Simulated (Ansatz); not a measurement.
Nudged elastic band run: CH7BO

Input file:

```yaml
crystal:
  periodic: [false, false, false]
  atoms:
    - { symbol: B, position_ang: [0.267829, 0.284683, 0.304279] }
    - { symbol: C, position_ang: [0.162914, 0.460184, 1.855205] }
    - { symbol: H, position_ang: [-0.678068, -0.129842, 2.254814] }
    - { symbol: H, position_ang: [1.082956, 0.182795, 2.389389] }
    - { symbol: H, position_ang: [-0.077856, 1.510892, 2.090922] }
    - { symbol: O, position_ang: [1.442323, -0.101918, -0.247098] }
    - { symbol: H, position_ang: [1.397222, -0.178962, -1.205123] }
    - { symbol: H, position_ang: [-0.682864, 0.505229, -0.427101] }
    - { symbol: H, position_ang: [-0.854118, -3.187314, 0.446851] }
    - { symbol: H, position_ang: [-0.699137, -2.869645, 1.120863] }
basis:
  gaussian: { orbitals: def2-SVP }
hamiltonian:
  xc: pbe0
neb:
  order_check: false
  images: 7
  f_tol: 0.05
  max_iterations: 60
  final_atoms:
    - { symbol: B, position_ang: [-0.12531781, -0.63767537, -1.58106174] }
    - { symbol: C, position_ang: [0.11192564, -0.11985921, 2.99531325] }
    - { symbol: H, position_ang: [-0.34702339, 0.65619519, 3.6220655] }
    - { symbol: H, position_ang: [1.16297313, -0.24709161, 3.28875716] }
    - { symbol: H, position_ang: [0.05185967, 0.18470244, 1.94183234] }
    - { symbol: O, position_ang: [0.60518055, 0.04734783, -0.68008556] }
    - { symbol: H, position_ang: [1.22261946, -0.50415859, -0.18788779] }
    - { symbol: H, position_ang: [-0.91696541, -0.00110934, -2.23539042] }
    - { symbol: H, position_ang: [0.02107897, -1.83499119, -1.71831723] }
    - { symbol: H, position_ang: [-0.42512981, -1.06725815, 3.13777548] }
  initial_path:
    images:
      - { positions_ang: [[0.267829, 0.284683, 0.304279], [0.162914, 0.460184, 1.855205], [-0.678068, -0.129842, 2.254814], [1.082956, 0.182795, 2.389389], [-0.077856, 1.510892, 2.090922], [1.442323, -0.101918, -0.247098], [1.397222, -0.178962, -1.205123], [-0.682864, 0.505229, -0.427101], [-0.854118, -3.187314, 0.446851], [-0.699137, -2.869645, 1.120863]] }
      - { positions_ang: [[0.19740187, 0.20915191, 0.22704486], [0.11627166, 0.34636391, 1.87770123], [-0.76045683, -0.18532415, 2.26982876], [1.00674248, -0.02812379, 2.37388386], [-0.02014624, 1.39319358, 2.14437683], [1.38401208, -0.06688855, -0.36137821], [1.4376327, -0.35883937, -1.11550303], [-0.77214365, 0.35941344, -0.47136431], [-0.67402272, -2.74576382, 0.45530429], [-0.55409036, -2.44708116, 1.18310674]] }
      - { positions_ang: [[0.12697475, 0.13362082, 0.14981072], [0.06962932, 0.23254382, 1.90019745], [-0.84284565, -0.2408063, 2.28484353], [0.93052896, -0.23904257, 2.35837871], [0.03756352, 1.27549516, 2.19783165], [1.32570116, -0.03185909, -0.47565843], [1.4780434, -0.53871673, -1.02588307], [-0.8614233, 0.21359787, -0.51562763], [-0.49392744, -2.30421365, 0.46375758], [-0.40904372, -2.02451732, 1.24535047]] }
      - { positions_ang: [[0.05654762, 0.05808973, 0.07257658], [0.02298698, 0.11872373, 1.92269368], [-0.92523448, -0.29628845, 2.29985829], [0.85431545, -0.44996136, 2.34287357], [0.09527328, 1.15779673, 2.25128648], [1.26739023, 0.00317036, -0.58993864], [1.5184541, -0.7185941, -0.9362631], [-0.95070295, 0.06778231, -0.55989094], [-0.31383216, -1.86266347, 0.47221088], [-0.26399708, -1.60195349, 1.30759421]] }
      - { positions_ang: [[-0.0138795, -0.01744136, -0.00465756], [-0.02365536, 0.00490364, 1.94518991], [-1.0076233, -0.3517706, 2.31487306], [0.77810193, -0.66088015, 2.32736842], [0.15298304, 1.04009831, 2.3047413], [1.20907931, 0.03819982, -0.70421885], [1.55886481, -0.89847147, -0.84664314], [-1.0399826, -0.07803325, -0.60415425], [-0.13373688, -1.4211133, 0.48066417], [-0.11895044, -1.17938965, 1.36983795]] }
      - { positions_ang: [[-0.04173908, -0.17249986, -0.3987586], [0.01023989, -0.02628707, 2.20772074], [-0.84247333, -0.09977915, 2.64167117], [0.87431973, -0.55743301, 2.56771561], [0.1277022, 0.82624934, 2.21401406], [1.05810462, 0.04048682, -0.69818553], [1.47480347, -0.79989325, -0.6819543], [-1.0092283, -0.05880227, -1.0119633], [-0.09503291, -1.52458277, -0.06908118], [-0.19549528, -1.15135677, 1.81182233]] }
      - { positions_ang: [[-0.06959865, -0.32755836, -0.79285965], [0.04413514, -0.05747779, 2.47025158], [-0.67732335, 0.15221229, 2.96846928], [0.97053753, -0.45398588, 2.80806279], [0.10242136, 0.61240038, 2.12328682], [0.90712993, 0.04277382, -0.69215221], [1.39074213, -0.70131503, -0.51726546], [-0.97847401, -0.0395713, -1.41977234], [-0.05632895, -1.62805225, -0.61882653], [-0.27204012, -1.1233239, 2.25380672]] }
      - { positions_ang: [[-0.09745823, -0.48261686, -1.18696069], [0.07803039, -0.0886685, 2.73278242], [-0.51217337, 0.40420374, 3.29526739], [1.06675533, -0.35053875, 3.04840997], [0.07714051, 0.39855141, 2.03255958], [0.75615524, 0.04506083, -0.68611888], [1.3066808, -0.60273681, -0.35257663], [-0.94771971, -0.02034032, -1.82758138], [-0.01762499, -1.73152172, -1.16857188], [-0.34858497, -1.09529102, 2.6957911]] }
      - { positions_ang: [[-0.12531781, -0.63767537, -1.58106174], [0.11192564, -0.11985921, 2.99531325], [-0.34702339, 0.65619519, 3.6220655], [1.16297313, -0.24709161, 3.28875716], [0.05185967, 0.18470244, 1.94183234], [0.60518055, 0.04734783, -0.68008556], [1.22261946, -0.50415859, -0.18788779], [-0.91696541, -0.00110934, -2.23539042], [0.02107897, -1.83499119, -1.71831723], [-0.42512981, -1.06725815, 3.13777548]] }
```

Run as:

```bash
$ ansatz run input.yaml --threads 1 --pin off --max-ram 2048MiB --backend cpu --events-out ev --progress --plain --runs-dir out
```

Output, in part (warnings, iteration lines, the closing report on the highest movable image, with atoms numbered from 0):

```
NEB end point (image 0): max|allowed force component| = 2.327e-2 eV/Å (the criterion of neb.relax_end_points is 1.000e-2)
NEB end point (image 8): max|allowed force component| = 1.943e-2 eV/Å (the criterion of neb.relax_end_points is 1.000e-2)
NEB iter   1: max|band force component| = 3.325e1 eV/Å  barrier→ = 11.1139 eV  barrier← = 11.3029 eV  Δτ_max = 0.2000 Å  (205 SCF iters)
NEB iter   2: max|band force component| = 4.479e0 eV/Å  barrier→ = 2.6715 eV  barrier← = 2.8605 eV  Δτ_max = 0.2000 Å  (195 SCF iters)
NEB iter   3: max|band force component| = 2.258e0 eV/Å  barrier→ = 2.1894 eV  barrier← = 2.3784 eV  Δτ_max = 0.2000 Å  (187 SCF iters)
NEB iter   4: max|band force component| = 4.031e0 eV/Å  barrier→ = 1.9774 eV  barrier← = 2.1664 eV  Δτ_max = 0.1000 Å  (185 SCF iters)
NEB iter   5: max|band force component| = 2.801e0 eV/Å  barrier→ = 1.3374 eV  barrier← = 1.5264 eV  Δτ_max = 0.1973 Å  (176 SCF iters)
NEB iter   6: max|band force component| = 1.523e0 eV/Å  barrier→ = 1.2311 eV  barrier← = 1.4201 eV  Δτ_max = 0.1948 Å  (174 SCF iters)
NEB iter   7: max|band force component| = 8.661e-1 eV/Å  barrier→ = 1.0531 eV  barrier← = 1.2421 eV  Δτ_max = 0.1970 Å  (170 SCF iters)
NEB iter   8: max|band force component| = 8.108e-1 eV/Å  barrier→ = 0.7941 eV  barrier← = 0.9831 eV  CI = image 3  Δτ_max = 0.1981 Å  (168 SCF iters)
NEB iter   9: max|band force component| = 9.175e-1 eV/Å  barrier→ = 0.8115 eV  barrier← = 1.0005 eV  CI = image 4  Δτ_max = 0.1983 Å  (167 SCF iters)
NEB iter  10: max|band force component| = 1.239e0 eV/Å  barrier→ = 1.2905 eV  barrier← = 1.4795 eV  CI = image 4  Δτ_max = 0.1002 Å  (167 SCF iters)
NEB iter  11: max|band force component| = 1.204e0 eV/Å  barrier→ = 1.4442 eV  barrier← = 1.6332 eV  CI = image 4  Δτ_max = 0.0999 Å  (167 SCF iters)
NEB iter  12: max|band force component| = 9.147e-1 eV/Å  barrier→ = 1.5797 eV  barrier← = 1.7687 eV  CI = image 4  Δτ_max = 0.1988 Å  (163 SCF iters)
NEB iter  13: max|band force component| = 9.411e-1 eV/Å  barrier→ = 1.6160 eV  barrier← = 1.8050 eV  CI = image 4  Δτ_max = 0.1472 Å  (162 SCF iters)
NEB iter  14: max|band force component| = 8.609e-1 eV/Å  barrier→ = 1.6068 eV  barrier← = 1.7958 eV  CI = image 4  Δτ_max = 0.0873 Å  (166 SCF iters)
NEB iter  15: max|band force component| = 3.579e-1 eV/Å  barrier→ = 1.5962 eV  barrier← = 1.7852 eV  CI = image 4  Δτ_max = 0.0232 Å  (162 SCF iters)
NEB iter  16: max|band force component| = 1.533e-1 eV/Å  barrier→ = 1.5878 eV  barrier← = 1.7768 eV  CI = image 4  Δτ_max = 0.0444 Å  (161 SCF iters)
NEB iter  17: max|band force component| = 5.668e-2 eV/Å  barrier→ = 1.5818 eV  barrier← = 1.7708 eV  CI = image 4  Δτ_max = 0.1395 Å  (157 SCF iters)
NEB iter  18: max|band force component| = 6.376e-1 eV/Å  barrier→ = 1.5766 eV  barrier← = 1.7656 eV  CI = image 4  Δτ_max = 0.0704 Å  (161 SCF iters)
NEB iter  19: max|band force component| = 8.531e-1 eV/Å  barrier→ = 1.5707 eV  barrier← = 1.7597 eV  CI = image 4  Δτ_max = 0.0355 Å  (165 SCF iters)
NEB iter  20: max|band force component| = 4.166e-1 eV/Å  barrier→ = 1.5675 eV  barrier← = 1.7565 eV  CI = image 4  Δτ_max = 0.0588 Å  (162 SCF iters)
NEB iter  21: max|band force component| = 1.157e-1 eV/Å  barrier→ = 1.5653 eV  barrier← = 1.7543 eV  CI = image 4  Δτ_max = 0.0218 Å  (156 SCF iters)
NEB iter  22: max|band force component| = 7.253e-2 eV/Å  barrier→ = 1.5648 eV  barrier← = 1.7538 eV  CI = image 4  Δτ_max = 0.0317 Å  (151 SCF iters)
NEB iter  23: max|band force component| = 3.689e-2 eV/Å  barrier→ = 1.5646 eV  barrier← = 1.7536 eV  CI = image 4  Δτ_max = 0.0000 Å  (320 SCF iters)
Total energy: -3865.99240974 eV, -142.0726005943 hartree
Atom 0 at    -0.103427    -0.385231     0.100740 Å, force     0.001405     0.000415    -0.001424 eV/Å
Atom 1 at     0.021529    -0.085763     1.858543 Å, force    -0.003589     0.001634    -0.003714 eV/Å
Atom 2 at    -0.922724    -0.116605     2.419762 Å, force     0.000329     0.001304     0.000417 eV/Å
Atom 3 at     0.814242    -0.586705     2.438954 Å, force    -0.000431    -0.000793     0.001296 eV/Å
Atom 4 at     0.324153     0.962481     1.728669 Å, force     0.001527    -0.000500     0.000394 eV/Å
Atom 5 at     1.063762    -0.050746    -0.595882 Å, force    -0.001267     0.000824     0.007243 eV/Å
Atom 6 at     1.866463    -0.447115    -0.250878 Å, force    -0.002005    -0.001989    -0.004785 eV/Å
Atom 7 at    -1.143178     0.126773    -0.232808 Å, force    -0.001226    -0.000271    -0.001360 eV/Å
Atom 8 at    -0.398156    -1.685003     0.070743 Å, force     0.001951     0.003120    -0.000479 eV/Å
Atom 9 at    -0.161464    -1.255986     1.045156 Å, force     0.003306    -0.003743     0.002412 eV/Å
Dipole moment:     0.181583    -0.266449     0.529638 e Å
```

The forces met the threshold. The profile has 2 maxima (images 2, 4) with wells between them (image 3): this band takes more than one step, which may be the mechanism or a detour left from its start path. Neighbouring images differ by up to 1.6 eV, so the band resolves the path poorly. A vibrational analysis at the climbing image gives one clearly imaginary mode, 1182i cm⁻¹: a first-order saddle point. The orbitals stay closed-shell, which can raise the energy where a bond breaks towards radicals; this wasn't checked here.

Final band (atoms are numbered from 1 in the order of the input):

```json
{"image": "0", "path coordinate (Å)": "0.00", "energy (kcal/mol)": "0.0", "B1–C2 (Å)": "1.56", "H9–H10 (Å)": "0.76", "B1–H9 (Å)": "3.65"}
{"image": "1", "path coordinate (Å)": "1.04", "energy (kcal/mol)": "0.7", "B1–C2 (Å)": "1.57", "H9–H10 (Å)": "0.76", "B1–H9 (Å)": "2.84"}
{"image": "2", "path coordinate (Å)": "2.08", "energy (kcal/mol)": "12.4", "B1–C2 (Å)": "1.57", "H9–H10 (Å)": "0.76", "B1–H9 (Å)": "2.13"}
{"image": "3", "path coordinate (Å)": "3.12", "energy (kcal/mol)": "6.9", "B1–C2 (Å)": "1.58", "H9–H10 (Å)": "0.76", "B1–H9 (Å)": "2.12"}
{"image": "4", "path coordinate (Å)": "4.16", "energy (kcal/mol)": "36.1", "B1–C2 (Å)": "1.79", "H9–H10 (Å)": "1.09", "B1–H9 (Å)": "1.33"}
{"image": "5", "path coordinate (Å)": "5.49", "energy (kcal/mol)": "-0.6", "B1–C2 (Å)": "2.78", "H9–H10 (Å)": "2.03", "B1–H9 (Å)": "1.21"}
{"image": "6", "path coordinate (Å)": "6.83", "energy (kcal/mol)": "-3.9", "B1–C2 (Å)": "3.53", "H9–H10 (Å)": "2.94", "B1–H9 (Å)": "1.21"}
{"image": "7", "path coordinate (Å)": "8.17", "energy (kcal/mol)": "-4.2", "B1–C2 (Å)": "4.06", "H9–H10 (Å)": "3.64", "B1–H9 (Å)": "1.21"}
{"image": "8", "path coordinate (Å)": "9.50", "energy (kcal/mol)": "-4.4", "B1–C2 (Å)": "4.61", "H9–H10 (Å)": "4.94", "B1–H9 (Å)": "1.21"}
```

Time of the run: 4.8 min on 1 thread of Arm Neoverse V2, with other jobs on the host, peak memory 0.16 GiB.
